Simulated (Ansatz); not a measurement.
Geometry optimisation, RKS PBE/def2-SVP in Ansatz.

The input (input.yaml):

```yaml
crystal:
  periodic: [false, false, false]
  atoms:
    - { symbol: Si, position_ang: [-0.149388, 0.144377, 0.035334] }
    - { symbol: O, position_ang: [-0.128722, 0.153673, 1.725313] }
    - { symbol: H, position_ang: [-1.005475, 0.058754, 2.144088] }
    - { symbol: H, position_ang: [1.276815, 0.266883, -0.393642] }
    - { symbol: H, position_ang: [-0.925006, 1.341547, -0.462757] }
    - { symbol: H, position_ang: [-0.801639, -1.086256, -0.53085] }
    - { symbol: Cl, position_ang: [1.575093, -2.516803, 1.082616] }
    - { symbol: H, position_ang: [1.192422, -1.592775, 1.974698] }
basis:
  gaussian: { orbitals: def2-SVP }
hamiltonian:
  xc: pbe
relax:
  f_tol: 0.03
  max_steps: 50
```

Run as:

```bash
$ ansatz run input.yaml --threads 1 --pin off --max-ram 2048MiB --backend cpu --events-out ev --progress --plain --runs-dir out
```

Q: Where does it end, and by what steps?

A: It converged. After 7 steps the energy has fallen by 0.149 eV; Cl7 moved furthest, 0.66 Å.

| step | energy less start (eV) | largest force component (eV/Å) | accepted |
| --- | --- | --- | --- |
| 0 | 0.0000 | 0.738 | yes |
| 1 | -0.0482 | 1.012 | yes |
| 2 | -0.0988 | 1.029 | yes |
| 3 | -0.1395 | 0.125 | yes |
| 4 | -0.1452 | 0.108 | yes |
| 5 | -0.1474 | 0.087 | yes |
| 6 | -0.1484 | 0.076 | yes |
| 7 | -0.1491 | 0.018 | yes |

```xyz
8
Properties=species:S:1:pos:R:3
Si -0.193 0.219 -0.070
O 0.010 -0.070 1.600
H -0.815 -0.157 2.111
H 1.193 0.378 -0.606
H -0.986 1.480 -0.274
H -0.909 -0.919 -0.744
Cl 1.704 -2.648 1.720
H 1.030 -1.513 1.837
```

Whether the end is a true minimum wasn't checked by a vibrational analysis.

The run took 18 s on 1 thread of Arm Neoverse V1, with other jobs on the host, peak memory 0.13 GiB.
